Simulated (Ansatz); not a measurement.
# C3H3N: one species, many methods

One table from this session's results is given with a row withheld; the runs are named, their logs left out.

Program: Ansatz 0.2.0, Gaussian basis. Level of theory: functionals in def2-TZVPP, the program's frozen cores in correlated methods. These are calculated values, not measurements.

Levels to be run: LDA (SPW92), PBE-D4, revPBE-D4, BLYP-D4, r2SCAN-D4, B97M-V, PBE0-D4, B3LYP-D4, r2SCANh-D4, r2SCAN0-D4, HSE06-D4, BHLYP-D4, CAM-B3LYP-D4, LC-ωPBE, ωB97X-V, ωB97M-V, B2PLYP, PBE-QIDH; CCSD(T)/def2-SVP; CCSD(T)/def2-TZVPP; CCSD(T)/def2-QZVPP; extrapolation to the limit; RPA on PBE.

## Structure used throughout

An earlier PBE0-D4 in a triple-zeta def2 set relaxation fixed the geometry.

SMILES `[H]/N=C\C#C`, 7 atoms, charge 0, spin multiplicity 1.

Atoms are counted from 1 here; the program's logs count them from 0.

Bond lengths: H1–N2 1.021 Å, N2–C3 1.269 Å, C3–C4 1.430 Å, C3–H6 1.092 Å, C4–C5 1.202 Å, C5–H7 1.065 Å. Angles: H1–N2–C3 110.5°, N2–C3–C4 126.0°, N2–C3–H6 118.1°, C4–C3–H6 115.9°, C3–C4–C5 179.5°, C4–C5–H7 179.5°.

Set-up of the first run:

File in.yaml:

```yaml
crystal:
  periodic: [false, false, false]
  atoms:
    - {symbol: H, position_ang: [0.059636, -1.922297, 0.267067]}
    - {symbol: N, position_ang: [0.576942, -1.414235, 0.986273]}
    - {symbol: C, position_ang: [0.514796, -0.164093, 0.778380]}
    - {symbol: C, position_ang: [-0.172709, 0.476227, -0.299937]}
    - {symbol: C, position_ang: [-0.747492, 1.023622, -1.202926]}
    - {symbol: H, position_ang: [1.027905, 0.499807, 1.477002]}
    - {symbol: H, position_ang: [-1.259077, 1.500969, -2.005859]}
basis:
  gaussian: {orbitals: def2-TZVPP}
hamiltonian: {xc: lda}
output: {orbitals: {seedname: orbitals}}
```

On the command line:

```bash
> ansatz run in.yaml --threads 2 --pin off --events-out ev --progress --plain --max-ram 32768MiB --backend cpu
```

Among the steps run: LDA; PBE-D4 (GGA); revPBE-D4 (GGA); BLYP-D4 (GGA); r2SCAN-D4 (meta-GGA); B97M-V (meta-GGA); PBE0-D4 (hybrid); B3LYP-D4 (hybrid); r2SCANh-D4 (hybrid); r2SCAN0-D4 (hybrid); HSE06-D4 (hybrid); BHLYP-D4 (hybrid); CAM-B3LYP-D4 (range-separated); LC-ωPBE (range-separated); ωB97X-V (range-separated); ωB97M-V (range-separated); B2PLYP (double hybrid); PBE-QIDH (double hybrid).

One table of the session follows, with a row left open; its other results are not shown here.

It belongs to the step «Frontier levels by functional». 

| functional | HOMO (eV) | LUMO (eV) | gap (eV) |
| --- | --- | --- | --- |
| LDA (SPW92) | -6.69 | -2.83 | 3.86 |
| PBE-D4 | -6.61 | -2.58 | 4.02 |
| revPBE-D4 | ? | ? | ? |
| BLYP-D4 | -6.50 | -2.44 | 4.06 |
| r2SCAN-D4 | -6.95 | -2.43 | 4.53 |
| B97M-V | -7.11 | -2.28 | 4.84 |
| PBE0-D4 | -8.18 | -1.58 | 6.60 |
| B3LYP-D4 | -7.92 | -1.81 | 6.12 |
| r2SCANh-D4 | -7.54 | -2.05 | 5.48 |
| r2SCAN0-D4 | -8.41 | -1.50 | 6.91 |
| HSE06-D4 | -7.78 | -1.96 | 5.81 |
| BHLYP-D4 | -9.25 | -0.44 | 8.81 |
| CAM-B3LYP-D4 | -9.59 | -0.42 | 9.17 |
| LC-ωPBE | -10.99 | 0.74 | 11.73 |
| ωB97X-V | -10.56 | 0.69 | 11.25 |
| ωB97M-V | -10.45 | 0.63 | 11.07 |

Estimate the missing values for revPBE-D4.

**Answer.** HOMO (eV): -6.56; LUMO (eV): -2.49; gap (eV): 4.07. In the column «HOMO (eV)» it lies between PBE-D4 (-6.61) and BLYP-D4 (-6.50).
